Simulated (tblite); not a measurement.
Compound: C2ClN2O (doublet state).
SMILES: `Clc1[c]nno1`

Computed geometry: GFN2-xTB, gas phase. This method treats the open shell by occupation alone, without spin polarisation.

Take the most abundant isotopes and a rigid rotor. 

**Question.** What are A, B and C (MHz)?

**Answer.** Ia = 43.38, Ib = 234.02, Ic = 277.40 u·Å²; 505379 MHz·u·Å²/I gives A = 11651, B = 2160, C = 1822 MHz.

**Question.** What kind of rotor is it?

**Answer.** A near-prolate asymmetric top. Ray's parameter κ = (2B − A − C)/(A − C) = -0.931; −1 is the prolate and +1 the oblate limit.

**Question.** What does the inertial defect say?

**Answer.** Planar: Δ = Ic − Ia − Ib = 0.00 u·Å². For a rigid frame Δ = −2 Σ m c², so it vanishes when all atoms lie in the ab plane; here none is more than 0.01 Å from it.

**Question.** Give the coordinates in the principal-axis frame, origin at the centre of mass.

**Answer.** The sense of each axis is arbitrary; atoms in the order of the calculation.
```
atom  mass (u)   a (Å)   b (Å)  c (Å)
 Cl1    34.969   1.894   0.030  0.000
  C2    12.000   0.219   0.104  0.000
  C3    12.000  -0.685   1.143  0.000
  N4    14.003  -1.908   0.635  0.000
  N5    14.003  -1.837  -0.614  0.000
  O6    15.995  -0.510  -1.019  0.000
```

For this open shell read J as N, the rotation without spin; fine and hyperfine splittings come on top. Its GFN2-xTB frequencies are all real (lowest 237 cm⁻¹). No vibrational averaging or centrifugal distortion is included, and the geometry carries the error of its method.
